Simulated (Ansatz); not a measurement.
Reaction (SMILES): [S+]#[C-] (C-S) → C atom + S atom
B3LYP-D3(BJ)/def2-TZVP geometries, fixed; electronic energies without zero-point terms.

Basis-set convergence of the atomisation energy at r2SCAN with Ansatz (a program for electronic structure). Cartesian d functions, on some or all atoms, in 6-311G**, 6-311+G**; all else is spherical. The program fits the integrals of some runs and decomposes those of others, by size. Open shells are unrestricted. No added dispersion term, no relativity. Functions are those of the species that has most. Reference: the value in aug-cc-pV(5+d)Z, 169.06 kcal/mol, itself unsure by roughly 0.05 kcal/mol (its mean distance from pcseg-4, aug-pcseg-3, aug-cc-pV(Q+d)Z). Deviations are taken from unrounded values.

| basis | functions | atomisation energy (kcal/mol) |
|---|---|---|
| def2-SVP | 32 | 167.86 |
| def2-SVPD | 47 | 166.68 |
| pcseg-1 | 32 | 164.16 |
| aug-pcseg-1 | 50 | 166.11 |
| cc-pV(D+d)Z | 37 | 166.63 |
| aug-cc-pV(D+d)Z | 55 | 167.12 |
| 6-311G** | 45 | 164.99 |
| 6-311+G** | 53 | 165.60 |
| pcseg-2 | 64 | 168.42 |
| aug-pcseg-2 | 96 | 168.71 |
| def2-TZVP | 68 | 168.91 |
| def2-TZVPD | 83 | 168.81 |
| cc-pV(T+d)Z | 69 | 168.47 |
| aug-cc-pV(T+d)Z | 101 | 168.63 |
| def2-TZVPP | 73 | 168.90 |
| def2-TZVPPD | 88 | 168.80 |
| cc-pV(Q+d)Z | 119 | 168.87 |
| aug-cc-pV(Q+d)Z | 169 | 168.97 |
| pcseg-3 | 124 | 169.09 |
| aug-pcseg-3 | 174 | 169.12 |
| def2-QZVPP | 127 | 168.73 |
| def2-QZVPPD | 142 | 168.86 |
| cc-pV(5+d)Z | 191 | 168.98 |
| aug-cc-pV(5+d)Z | 263 | 169.06 |

What the diffuse functions change, pair by pair:
- def2-SVP to def2-SVPD: 15 more functions, deviation -1.21 to -2.39 kcal/mol
- pcseg-1 to aug-pcseg-1: 18 more functions, deviation -4.90 to -2.95 kcal/mol
- cc-pV(D+d)Z to aug-cc-pV(D+d)Z: 18 more functions, deviation -2.44 to -1.94 kcal/mol
- 6-311G** to 6-311+G**: 8 more functions, deviation -4.07 to -3.46 kcal/mol
- pcseg-2 to aug-pcseg-2: 32 more functions, deviation -0.64 to -0.35 kcal/mol
- def2-TZVP to def2-TZVPD: 15 more functions, deviation -0.15 to -0.25 kcal/mol
- cc-pV(T+d)Z to aug-cc-pV(T+d)Z: 32 more functions, deviation -0.59 to -0.44 kcal/mol
- def2-TZVPP to def2-TZVPPD: 15 more functions, deviation -0.16 to -0.27 kcal/mol
- cc-pV(Q+d)Z to aug-cc-pV(Q+d)Z: 50 more functions, deviation -0.19 to -0.09 kcal/mol
- pcseg-3 to aug-pcseg-3: 50 more functions, deviation 0.03 to 0.06 kcal/mol
- def2-QZVPP to def2-QZVPPD: 15 more functions, deviation -0.33 to -0.20 kcal/mol
- cc-pV(5+d)Z to aug-cc-pV(5+d)Z: 72 more functions, deviation -0.08 to 0.00 kcal/mol

Leaving out the reference's own pair, they bring the value nearer the reference by more than 0.05 kcal/mol in 7 of 11 pairs.
